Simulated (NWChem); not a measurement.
**One shape, several levels: C3H6O (SMILES C=CCO)**

We compute a comparison of 6 runs (HF/STO-3G, HF/3-21G, B3LYP/6-31G*, PBE0/def2-SVP, B3LYP/aug-cc-pVDZ, MP2/def2-SVPD) of C3H6O. 

The results are computed with NWChem 7.3.0.

## Step 1: The structure to begin with

C3H6O has 10 atoms, charge 0, and is taken as a singlet. SMILES: `C=CCO`. The shape is that of a PBE0-D4/def2-TZVP optimisation. This is one conformer, not always the lowest.

Bond lengths: C1–C2 1.326 Å, C2–C3 1.492 Å, C3–O4 1.415 Å, C1–H5 1.086 Å, C1–H6 1.084 Å, C2–H7 1.088 Å, C3–H8 1.099 Å, C3–H9 1.094 Å, O4–H10 0.961 Å. Some angles: C1–C2–C3 124.1°, C2–C3–O4 112.1°, C1–C2–H7 120.2°, C3–C2–H7 115.7°, C2–C1–H5 121.2°, C2–C1–H6 121.9°, C2–C3–H8 109.9°, C2–C3–H9 110.3°, O4–C3–H8 111.5°, O4–C3–H9 105.3°.

## Step 2: Energy and gradient at HF/STO-3G (run 1)

Input file run.py:

```python
from ase import Atoms
from ase.calculators.nwchem import NWChem

system = Atoms(['C', 'C', 'C', 'O', 'H', 'H', 'H', 'H', 'H', 'H'], positions=[
    [-1.094380, 0.947500, 0.566230],
    [0.141810, 0.497060, 0.404200],
    [0.475240, -0.869750, -0.092820],
    [1.288940, -0.832690, -1.250210],
    [-1.954550, 0.320230, 0.350790],
    [-1.295520, 1.949720, 0.926710],
    [0.991940, 1.141760, 0.617410],
    [-0.447940, -1.439200, -0.267630],
    [1.060330, -1.413160, 0.654980],
    [0.834130, -0.301460, -1.909630],
])

calc = NWChem(
    label='c3h6o',
    theory='scf',
    memory='2200 mb',
    basis='STO-3G',
    basispar='spherical bse',
    scf={'nopen': '0', 'rhf': None, 'thresh': '1e-08', 'maxiter': '80'},
)
system.calc = calc

forces = system.get_forces()
e = system.get_potential_energy()
print(f"E = {e:.6f} eV")
print("forces (eV/A):")
for s, f in zip(system.symbols, forces):
    print(f"{s:2s} {f[0]:10.5f} {f[1]:10.5f} {f[2]:10.5f}")
print("dipole (e A):", system.get_dipole_moment().round(4))
```

Launch:

```bash
$ export ASE_NWCHEM_COMMAND="nwchem PREFIX.nwi > PREFIX.nwo"
$ python run.py
```

Output:

```text
E = -5156.084663 eV
forces (eV/A):
C     1.23557   -0.49211   -0.16455
C    -1.63676    1.95430    0.82635
C    -0.31481   -1.13288   -0.10907
O     2.04758   -1.35281    0.31949
H     0.09421    0.18440    0.07672
H    -0.04870   -0.11899   -0.06186
H    -0.13637   -0.11256   -0.01003
H     0.02797    0.02900    0.05564
H    -0.01106   -0.05178    0.10305
H    -1.25763    1.09354   -1.03574
dipole (e A): [-0.257   0.1481  0.0188]
```

The calculator wrote c3h6o.nwi:

```
title "c3h6o"

permanent_dir c3h6o

scratch_dir c3h6o

start c3h6o

geometry units angstrom nocenter noautosym noautoz
  C  -1.0943799999999999e+00 9.4750000000000001e-01 5.6623000000000001e-01
  C  1.4180999999999999e-01 4.9706000000000000e-01 4.0420000000000000e-01
  C  4.7524000000000000e-01 -8.6975000000000002e-01 -9.2820000000000000e-02
  O  1.2889400000000000e+00 -8.3269000000000004e-01 -1.2502100000000000e+00
  H  -1.9545500000000000e+00 3.2023000000000001e-01 3.5078999999999999e-01
  H  -1.2955200000000000e+00 1.9497199999999999e+00 9.2671000000000003e-01
  H  9.9194000000000004e-01 1.1417600000000001e+00 6.1741000000000001e-01
  H  -4.4794000000000000e-01 -1.4392000000000000e+00 -2.6762999999999998e-01
  H  1.0603300000000000e+00 -1.4131600000000000e+00 6.5498000000000001e-01
  H  8.3413000000000004e-01 -3.0146000000000001e-01 -1.9096299999999999e+00
end

memory 2200 mb

basis spherical bse noprint
   * library STO-3G
end

scf
  nopen 0
  rhf
  thresh 1e-08
  maxiter 80
end

task scf gradient
```

c3h6o.nwo, shortened:

```text
[...]
      One-electron energy =   -491.055374522305
[... 1 line left out ...]
 Nuclear repulsion energy =    117.210430143539
[... 34 lines left out ...]
                       ROHF Final Molecular Orbital Analysis
[... 204 lines left out ...]
     1   1 0 0     -0.485708      0.000000     12.540089
[...]
  wavefunction    =   RHF
                         RHF ENERGY GRADIENTS
    atom               coordinates                        gradient
                 x          y          z           x          y          z
   1 C      -2.068078   1.790515   1.070020   -0.024028   0.009570   0.003200
   2 C       0.267982   0.939307   0.763827    0.031830  -0.038005  -0.016070
   3 C       0.898073  -1.643589  -0.175404    0.006122   0.022031   0.002121
[... 6 lines of this table left out ...]
  10 H       1.576277  -0.569677  -3.608677    0.024457  -0.021266   0.020142
[...]
```

Wall time 5.4 s (1 thread of Intel Xeon Platinum 8259CL at 2.50GHz (Skylake/Cascade Lake), shared host); peak memory 0.1 GiB.

## Step 3: Energy and forces at HF/3-21G (run 2)

Input file run.py:

```python
from ase import Atoms
from ase.calculators.nwchem import NWChem

mol = Atoms(['C', 'C', 'C', 'O', 'H', 'H', 'H', 'H', 'H', 'H'], positions=[
    [-1.094380, 0.947500, 0.566230],
    [0.141810, 0.497060, 0.404200],
    [0.475240, -0.869750, -0.092820],
    [1.288940, -0.832690, -1.250210],
    [-1.954550, 0.320230, 0.350790],
    [-1.295520, 1.949720, 0.926710],
    [0.991940, 1.141760, 0.617410],
    [-0.447940, -1.439200, -0.267630],
    [1.060330, -1.413160, 0.654980],
    [0.834130, -0.301460, -1.909630],
])

calc = NWChem(
    label='work',
    theory='scf',
    memory='2200 mb',
    basis='3-21G',
    basispar='spherical bse',
    scf={'nopen': '0', 'rhf': None, 'thresh': '1e-08', 'maxiter': '80'},
)
mol.calc = calc

forces = mol.get_forces()
print(f"energy = {mol.get_potential_energy():.6f} eV")
print("forces (eV/A):")
for s, f in zip(mol.symbols, forces):
    print(f"{s:2s} {f[0]:10.5f} {f[1]:10.5f} {f[2]:10.5f}")
print("dipole (e A):", mol.get_dipole_moment().round(4))
```

Launch:

```bash
$ export ASE_NWCHEM_COMMAND="nwchem PREFIX.nwi > PREFIX.nwo"
$ python run.py
```

Output:

```text
energy = -5193.311541 eV
forces (eV/A):
C     0.28766   -0.12835    0.00427
C    -0.37188    0.94149    0.28740
C    -0.51911   -1.02767    1.11005
O     0.50923    0.06726   -0.63100
H     0.29336    0.29259    0.09878
H     0.04067   -0.40505   -0.14619
H    -0.36062   -0.29491   -0.10295
H     0.33558    0.21664    0.08958
H    -0.27778    0.22050   -0.27480
H     0.06299    0.11750   -0.43513
dipole (e A): [-0.3651  0.2079  0.0619]
```

The calculator wrote work.nwi:

```
title "work"

permanent_dir work

scratch_dir work

start work

geometry units angstrom nocenter noautosym noautoz
  C  -1.0943799999999999e+00 9.4750000000000001e-01 5.6623000000000001e-01
  C  1.4180999999999999e-01 4.9706000000000000e-01 4.0420000000000000e-01
  C  4.7524000000000000e-01 -8.6975000000000002e-01 -9.2820000000000000e-02
  O  1.2889400000000000e+00 -8.3269000000000004e-01 -1.2502100000000000e+00
  H  -1.9545500000000000e+00 3.2023000000000001e-01 3.5078999999999999e-01
  H  -1.2955200000000000e+00 1.9497199999999999e+00 9.2671000000000003e-01
  H  9.9194000000000004e-01 1.1417600000000001e+00 6.1741000000000001e-01
  H  -4.4794000000000000e-01 -1.4392000000000000e+00 -2.6762999999999998e-01
  H  1.0603300000000000e+00 -1.4131600000000000e+00 6.5498000000000001e-01
  H  8.3413000000000004e-01 -3.0146000000000001e-01 -1.9096299999999999e+00
end

memory 2200 mb

basis spherical bse noprint
   * library 3-21G
end

scf
  nopen 0
  rhf
  thresh 1e-08
  maxiter 80
end

task scf gradient
```

work.nwo, shortened:

```text
[...]
      One-electron energy =   -491.154285167979
[... 1 line left out ...]
 Nuclear repulsion energy =    117.210430143539
[... 34 lines left out ...]
                       ROHF Final Molecular Orbital Analysis
[... 204 lines left out ...]
     1   1 0 0     -0.690019      0.000000     12.540089
[...]
  wavefunction    =   RHF
                         RHF ENERGY GRADIENTS
    atom               coordinates                        gradient
                 x          y          z           x          y          z
   1 C      -2.068078   1.790515   1.070020   -0.005594   0.002496  -0.000083
   2 C       0.267982   0.939307   0.763827    0.007232  -0.018309  -0.005589
   3 C       0.898073  -1.643589  -0.175404    0.010095   0.019985  -0.021587
[... 6 lines of this table left out ...]
  10 H       1.576277  -0.569677  -3.608677   -0.001225  -0.002285   0.008462
[...]
```

It took 6 s on 1 thread of Intel Xeon Platinum 8259CL at 2.50GHz (Skylake/Cascade Lake), shared host; peak memory 0.1 GiB.

Runs 3 to 4 aren't shown in full; the table further down has their settings and results.

## Step 4: Energy and gradient at B3LYP/aug-cc-pVDZ (run 5)

Input file c3h6o.xyz:

```xyz
10

C     -1.094380     0.947500     0.566230
C      0.141810     0.497060     0.404200
C      0.475240    -0.869750    -0.092820
O      1.288940    -0.832690    -1.250210
H     -1.954550     0.320230     0.350790
H     -1.295520     1.949720     0.926710
H      0.991940     1.141760     0.617410
H     -0.447940    -1.439200    -0.267630
H      1.060330    -1.413160     0.654980
H      0.834130    -0.301460    -1.909630
```

Input file run.py:

```python
from ase.io import read
from ase.calculators.nwchem import NWChem

atoms = read('c3h6o.xyz')

calc = NWChem(
    label='c3h6o',
    theory='dft',
    memory='2200 mb',
    basis='aug-cc-pVDZ',
    basispar='spherical bse',
    dft={'xc': 'b3lyp', 'mult': '1', 'grid': 'fine', 'convergence': 'energy 1e-08', 'iterations': '100', 'mulliken': None},
)
atoms.calc = calc

forces = atoms.get_forces()
print("Total energy (eV):", round(atoms.get_potential_energy(), 6))
print("forces (eV/A):")
for s, f in zip(atoms.symbols, forces):
    print(f"{s:2s} {f[0]:10.5f} {f[1]:10.5f} {f[2]:10.5f}")
print("dipole (e A):", atoms.get_dipole_moment().round(4))
```

Launch:

```bash
$ export ASE_NWCHEM_COMMAND="nwchem PREFIX.nwi > PREFIX.nwo"
$ python run.py
```

Output:

```text
Total energy (eV): -5255.81853
forces (eV/A):
C    -0.44747    0.18466    0.06757
C     0.38551   -0.07204   -0.01908
C    -0.14830   -0.12809    0.32560
O     0.35774   -0.10223   -0.32730
H    -0.19983   -0.11261   -0.04016
H    -0.05898    0.21865    0.08022
H     0.18527    0.14105    0.05461
H    -0.15586   -0.11914   -0.05759
H     0.12737   -0.11863    0.13082
H    -0.04546    0.10845   -0.21474
dipole (e A): [-0.2801  0.1529  0.0508]
```

The calculator wrote c3h6o.nwi:

```
title "c3h6o"

permanent_dir c3h6o

scratch_dir c3h6o

start c3h6o

geometry units angstrom nocenter noautosym noautoz
  C  -1.0943799999999999e+00 9.4750000000000001e-01 5.6623000000000001e-01
  C  1.4180999999999999e-01 4.9706000000000000e-01 4.0420000000000000e-01
  C  4.7524000000000000e-01 -8.6975000000000002e-01 -9.2820000000000000e-02
  O  1.2889400000000000e+00 -8.3269000000000004e-01 -1.2502100000000000e+00
  H  -1.9545500000000000e+00 3.2023000000000001e-01 3.5078999999999999e-01
  H  -1.2955200000000000e+00 1.9497199999999999e+00 9.2671000000000003e-01
  H  9.9194000000000004e-01 1.1417600000000001e+00 6.1741000000000001e-01
  H  -4.4794000000000000e-01 -1.4392000000000000e+00 -2.6762999999999998e-01
  H  1.0603300000000000e+00 -1.4131600000000000e+00 6.5498000000000001e-01
  H  8.3413000000000004e-01 -3.0146000000000001e-01 -1.9096299999999999e+00
end

memory 2200 mb

basis spherical bse noprint
   * library aug-cc-pVDZ
end

dft
  xc b3lyp
  mult 1
  grid fine
  convergence energy 1e-08
  iterations 100
  mulliken
end

task dft gradient
```

c3h6o.nwo, shortened:

```text
[...]
         Total DFT energy =     -193.147770024502
[...]
  wavefunction    = closed shell
                         DFT ENERGY GRADIENTS
    atom               coordinates                        gradient
                 x          y          z           x          y          z
   1 C      -2.068078   1.790515   1.070020    0.008702  -0.003591  -0.001314
   2 C       0.267982   0.939307   0.763827   -0.007497   0.001401   0.000371
   3 C       0.898073  -1.643589  -0.175404    0.002884   0.002491  -0.006332
[... 6 lines of this table left out ...]
  10 H       1.576277  -0.569677  -3.608677    0.000884  -0.002109   0.004176
[...]
```

It took 3.3 min on 1 thread of Intel Xeon Platinum 8259CL at 2.50GHz (Skylake/Cascade Lake), shared host; peak memory 0.13 GiB.

## Step 5: Energy and forces at MP2/def2-SVPD (run 6)

Input file run.py:

```python
from ase import Atoms
from ase.calculators.nwchem import NWChem

molecule = Atoms(['C', 'C', 'C', 'O', 'H', 'H', 'H', 'H', 'H', 'H'], positions=[
    [-1.094380, 0.947500, 0.566230],
    [0.141810, 0.497060, 0.404200],
    [0.475240, -0.869750, -0.092820],
    [1.288940, -0.832690, -1.250210],
    [-1.954550, 0.320230, 0.350790],
    [-1.295520, 1.949720, 0.926710],
    [0.991940, 1.141760, 0.617410],
    [-0.447940, -1.439200, -0.267630],
    [1.060330, -1.413160, 0.654980],
    [0.834130, -0.301460, -1.909630],
])

calc = NWChem(
    label='a',
    theory='mp2',
    memory='2200 mb',
    basis='def2-SVPD',
    basispar='spherical bse',
    scf={'nopen': '0', 'rhf': None, 'thresh': '1e-08', 'maxiter': '80', 'print': 'low'},
    mp2={'freeze': 'core 4', 'tight': None},
)
molecule.calc = calc

forces = molecule.get_forces()
print(f"energy = {molecule.get_potential_energy():.6f} eV")
print("forces (eV/A):")
for s, f in zip(molecule.symbols, forces):
    print(f"{s:2s} {f[0]:10.5f} {f[1]:10.5f} {f[2]:10.5f}")
```

Launch:

```bash
$ export ASE_NWCHEM_COMMAND="nwchem PREFIX.nwi > PREFIX.nwo"
$ python run.py
```

Output:

```text
energy = -5235.945820 eV
forces (eV/A):
C    -0.93167    0.32355    0.10593
C     0.87834   -0.23186   -0.08855
C    -0.07590   -0.13215    0.19998
O     0.27747   -0.10696   -0.17725
H    -0.18538   -0.15452   -0.05312
H    -0.02103    0.23171    0.08557
H     0.18841    0.15092    0.06608
H    -0.15838   -0.10506   -0.04880
H     0.10331   -0.10259    0.13041
H    -0.07518    0.12691   -0.22024
```

The calculator wrote a.nwi:

```
title "a"

permanent_dir a

scratch_dir a

start a

geometry units angstrom nocenter noautosym noautoz
  C  -1.0943799999999999e+00 9.4750000000000001e-01 5.6623000000000001e-01
  C  1.4180999999999999e-01 4.9706000000000000e-01 4.0420000000000000e-01
  C  4.7524000000000000e-01 -8.6975000000000002e-01 -9.2820000000000000e-02
  O  1.2889400000000000e+00 -8.3269000000000004e-01 -1.2502100000000000e+00
  H  -1.9545500000000000e+00 3.2023000000000001e-01 3.5078999999999999e-01
  H  -1.2955200000000000e+00 1.9497199999999999e+00 9.2671000000000003e-01
  H  9.9194000000000004e-01 1.1417600000000001e+00 6.1741000000000001e-01
  H  -4.4794000000000000e-01 -1.4392000000000000e+00 -2.6762999999999998e-01
  H  1.0603300000000000e+00 -1.4131600000000000e+00 6.5498000000000001e-01
  H  8.3413000000000004e-01 -3.0146000000000001e-01 -1.9096299999999999e+00
end

memory 2200 mb

basis spherical bse noprint
   * library def2-SVPD
end

scf
  nopen 0
  rhf
  thresh 1e-08
  maxiter 80
  print low
end
mp2
  freeze core 4
  tight
end

task mp2 gradient
```

a.nwo, shortened:

```text
[...]
         Total SCF energy =   -191.793685152374
      One-electron energy =   -492.257224528828
      Two-electron energy =    183.253109232915
 Nuclear repulsion energy =    117.210430143539
[... 81 lines left out ...]
 CPHF converged to   9.1D-07 in   11 iters
[... 3 lines left out ...]
                Dipole Moments (a.u.)
[...]
                         mp2 ENERGY GRADIENTS
    atom               coordinates                        gradient
                 x          y          z           x          y          z
   1 C      -2.068078   1.790515   1.070020    0.018118  -0.006292  -0.002060
   2 C       0.267982   0.939307   0.763827   -0.017081   0.004509   0.001722
   3 C       0.898073  -1.643589  -0.175404    0.001476   0.002570  -0.003889
[... 6 lines of this table left out ...]
  10 H       1.576277  -0.569677  -3.608677    0.001462  -0.002468   0.004283
[...]
```

It took 3.7 min on 1 thread of Intel Xeon Platinum 8259CL at 2.50GHz (Skylake/Cascade Lake), shared host; peak memory 0.68 GiB.

## Step 6: All runs side by side

```tsv
run	level	iteration cap	module	energy (Eh)	dipole moment (D)	HOMO energy (eV)	LUMO energy (eV)	wall time
1	HF/STO-3G	80	scf	-189.482618	1.43	-8.75	8.29	5.4 s
2	HF/3-21G	80	scf	-190.850681	2.04	-10.30	4.55	6 s
3	B3LYP/6-31G* (spherical functions)	100	dft	-193.106656	1.55	-7.06	0.25	97 s
4	PBE0/def2-SVP	100	dft	-192.745606	1.50	-7.53	0.16	1.8 min
5	B3LYP/aug-cc-pVDZ	100	dft	-193.147770	1.55	-7.50	-0.52	3.3 min
6	MP2/def2-SVPD	80	mp2	-192.417461	1.71	–	–	3.7 min
```

## Step 7: Outcome

| quantity | value |
| --- | --- |
| run 6: total energy | -192.41746 Eh |
| run 6: dipole moment (of the density that the program reports) | 1.71 D |
| run 6: correlation energy (4 core orbitals frozen) | -623.8 mEh |
| run 6: largest force on an atom | 0.992 eV/Å |

The dipole moment (its size) runs from 1.43 D (HF/STO-3G) to 2.04 D (HF/3-21G). Over runs 1, 2, 3, 4, 5 the HOMO–LUMO gap runs from 6.98 eV (B3LYP/aug-cc-pVDZ) to 17.05 eV (HF/STO-3G). The two ends differ in method and basis. Totals of different functionals can't be ranked against each other. In run 1 the basis is minimal, so the values are rough. All runs together took 11 min, the longest 3.7 min.
